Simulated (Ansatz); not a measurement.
Input file:

```yaml
crystal:
  periodic: [false, false, false]
  atoms:
    - {symbol: Cl, position_ang: [0.000000, 0.000000, -1.537000]}
    - {symbol: H, position_ang: [0.000000, 0.000000, 0.110000]}
    - {symbol: N, position_ang: [0.000000, 0.000000, 1.427000]}
basis:
  gaussian: {orbitals: 6-31G}
magnetization: {spin_polarized: true, initial_magnetization: 3}
hamiltonian: {xc: {name: PBE}}
correlation: {method: rpa, electrons: outside_noble_gas}
```

```sh
$ ansatz run in.yaml --threads 1 --pin off --events-out ev --progress --plain --max-ram 2816MiB --backend cpu
```

Output:

```
304 factors; integrals over basis functions are off by at most 2.8e-4 eV
mean field evaluation 1: about -14015.3382 eV, gradient 8.8e0 eV
mean field evaluation 2: about -14015.3354 eV, gradient 8.8e0 eV
mean field evaluation 4: about -14015.7077 eV, gradient 4.9e0 eV
mean field evaluation 8: about -14015.8869 eV, gradient 2.2e-2 eV
mean field evaluation 16: about -14015.8869 eV, gradient 1.2e-6 eV
mean field evaluation 32: about -14012.5580 eV, gradient 1.5e1 eV
mean field -14015.88693702 eV, -515.0743446260 hartree, gradient 1.2e-6 eV, S^2 3.757465; 5 other end points of the search recorded, 0 dependent functions left out
6 core orbitals not correlated: weight in the atoms' cores, before any rotation towards them, 1.000 or more for the frozen orbitals, at most 0.000 for the correlated occupied ones
reference -13996.19701346 eV, -514.3507532816 hartree; 8, 5 occupied and 10, 13 virtual orbitals, 304 factors
Total energy: -14001.69748800 eV, -514.5528919925 hartree
```

Ran on 1 thread of AMD EPYC 7R13, shared host: 1.3 s wall, 0.15 GiB peak host memory.
